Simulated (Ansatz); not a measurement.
# C2H3N: the cost of one run

Computed with Ansatz 0.2.0 (the levels named in each step, unless a step's input says otherwise).

### 1 Starting point

Bond lengths: C1–C2 1.437 Å, C2–N3 1.143 Å, C1–H4 1.089 Å, C1–H5 1.089 Å, C1–H6 1.089 Å. Angles: C1–C2–N3 180.0°, C2–C1–H4 109.5°, C2–C1–H5 109.5°, C2–C1–H6 109.5°, H4–C1–H5 109.4°, H4–C1–H6 109.4°, H5–C1–H6 109.4°.

Coordinates:

```xyz
6

C    -1.2732    0.0127   -0.0235
C     0.1631   -0.0019    0.0031
N     1.3054   -0.0127    0.0241
H    -1.6320   -0.7519   -0.7115
H    -1.6576   -0.1897    0.9754
H    -1.6214    0.9902   -0.3546
```

### 2 A rough first relaxation, PBE-D4/def2-SVP

File input.yaml:

```yaml
crystal:
  periodic: [false, false, false]
  atoms:
    - { symbol: C, position_ang: [-1.27323, 0.01275, -0.02354] }
    - { symbol: C, position_ang: [0.16307, -0.00191, 0.0031] }
    - { symbol: "N", position_ang: [1.30536, -0.01275, 0.02406] }
    - { symbol: H, position_ang: [-1.63202, -0.7519, -0.7115] }
    - { symbol: H, position_ang: [-1.65761, -0.18969, 0.97541] }
    - { symbol: H, position_ang: [-1.62138, 0.99019, -0.35461] }
basis:
  gaussian: { orbitals: def2-SVP }
hamiltonian:
  xc: pbe
  dispersion: d4
relax:
  f_tol: 0.03
  max_steps: 200
```

Started as:

```
> ansatz run input.yaml --threads 2 --pin off --max-ram 5120MiB --backend cpu --events-out ev --progress --plain --runs-dir out
```

**Question.** How long does this run take on 2 threads of Intel Xeon at 2.50GHz (Skylake/Cascade Lake), shared host, and how much memory does it need?

About 6 s, with a peak of 0.12 GiB.
